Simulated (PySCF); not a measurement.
## Multinuclear NMR of C₃H₃FO

Structure with atom numbers: `[CH2:1]=[CH:2][C:3](=[O:4])[F:5]`. Each H is labelled by its parent atom. Ha(C1) is cis to C3; Hb(C1) is trans to C3.

Gas phase, one conformer, no relativistic terms. Spin–spin couplings from B3LYP/pcJ-1; σ from GIAO-PBE0/pcSseg-1; GFN2-xTB geometry; PySCF 2.14.0 with density-fitted response routines.

Problem. Where does 19F resonate?

Solution. 
```
atoms           environment  σ (ppm)  δ (ppm)
   F5  fluorine bonded to C    123.3     34.8
```

Shieldings were converted by a linear fit to measured shifts: 19F (scatter 6.0 ppm rms, 7.0 ppm with the 5 outliers that the fit left out vs CFCl3, solution or neat liquid, with a term for F on sp3 carbon). A few per cent of atoms miss by over 2 rms, more outside the fitted compound classes. Couplings are scaled by factors fitted to measured values: 2J(H,H) × 0.95 (rms 1.3 Hz), 3J(H,H) × 0.92 (rms 0.5 Hz), 1J(C,F) × 0.77 (rms 8.7 Hz), 2J(C,F) × 1.14 (rms 1.9 Hz, 10.1 with 1 outliers), 3J(C,F) × 1.46 (rms 1.5 Hz); all others are unscaled and can be 10–30 % off.

Couplings (the largest are listed; each averaged over equivalent pairs): 1J(C3,F5) = -306.5 Hz, 2J(C2,F5) = 90.4 Hz, 2J(O4,F5) = 66.2 Hz, 3J(C1,F5) = 25.9 Hz, 3J(F5,H(C2)) = -6.6 Hz.

On a 300 MHz spectrometer 19F resonates near 282.3 MHz, so 1 ppm is 282.3 Hz.

Problem. Where does 17O resonate?

Solution. 
| atoms | environment | σ (ppm) | δ (ppm) |
| --- | --- | --- | --- |
| O4 | carbonyl oxygen | -93.4 | 351.8 |

Shieldings were converted by a linear fit to measured shifts: 17O (scatter 10.7 ppm rms, 12.2 ppm with the 3 outliers that the fit left out vs liquid water, solution or neat liquid). Occasional misses reach two or three times the rms, and more in compound classes unlike the fitted ones. Couplings are scaled by factors fitted to measured values: 2J(H,H) × 0.95 (rms 1.3 Hz), 3J(H,H) × 0.92 (rms 0.5 Hz), 1J(C,F) × 0.77 (rms 8.7 Hz), 2J(C,F) × 1.14 (rms 1.9 Hz, 10.1 with 1 outliers), 3J(C,F) × 1.46 (rms 1.5 Hz); all others are unscaled and can be 10–30 % off.

Couplings (the largest are listed; each averaged over equivalent pairs; quadrupolar broadening usually hides them): 1J(C3,O4) = 19.8 Hz, 2J(O4,F5) = 66.2 Hz, 3J(C1,O4) = -3.2 Hz, 3J(O4,H(C2)) = -1.6 Hz.

On a 600 MHz spectrometer 17O resonates near 81.3 MHz, so 1 ppm is 81.3 Hz.
